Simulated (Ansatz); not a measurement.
# How basis sets differ on NaLi (lithium sodium)

The species is NaLi (2 atoms), meant as a singlet with charge 0. SMILES: `[Li][Na]`. The bond length is the measured one.

```xyz
2

Li    0.0000    0.0000    0.0000
Na    0.0000    0.0000    2.8100
```

Each level gives the vertical ionisation energy (to the doublet cation) (eV). The values are calculated.

| level | kind | program | value (eV) | less CCSD(T)/cc-pV(Q+d)Z | CPU time (all runs) |
| --- | --- | --- | --- | --- | --- |
| CCSD(T)/STO-3G | coupled cluster or CI | Ansatz | 3.11 | -2.03 | 0.47 s |
| CCSD(T)/cc-pVDZ-DK (sfX2C) | coupled cluster or CI | Ansatz | 5.05 | -0.09 | 0.92 s |
| CCSD(T)/cc-pV(D+d)Z | coupled cluster or CI | Ansatz | 5.07 | -0.07 | 0.93 s |
| CCSD(T)/cc-pVTZ | coupled cluster or CI | Ansatz | 5.09 | -0.05 | 5.6 s |
| CCSD(T)/cc-pVTZ-DK (sfX2C) | coupled cluster or CI | Ansatz | 5.10 | -0.04 | 2.4 s |
| CCSD(T)/cc-pV(T+d)Z | coupled cluster or CI | Ansatz | 5.12 | -0.02 | 2.5 s |
| CCSD(T)/cc-pVQZ-DK (sfX2C) | coupled cluster or CI | Ansatz | 5.11 | -0.03 | 11 s |
| CCSD(T)/cc-pV(Q+d)Z | coupled cluster or CI | Ansatz | 5.14 | 0.00 | 13 s |

CCSD(T)/cc-pV(Q+d)Z is the highest level here, not the true value. The values span 3.11 to 5.14 eV. Minimal STO sets describe s-block atoms so badly that they can place the ion below the atom. High-level rows in very small sets aren't better than simpler rows in larger ones. Without the sets that lack polarisation functions the rows with a basis span only 5.05 to 5.14 eV. CPU times are rough (shared hosts, several kinds of processor): they show what a rung costs within a factor of a few.
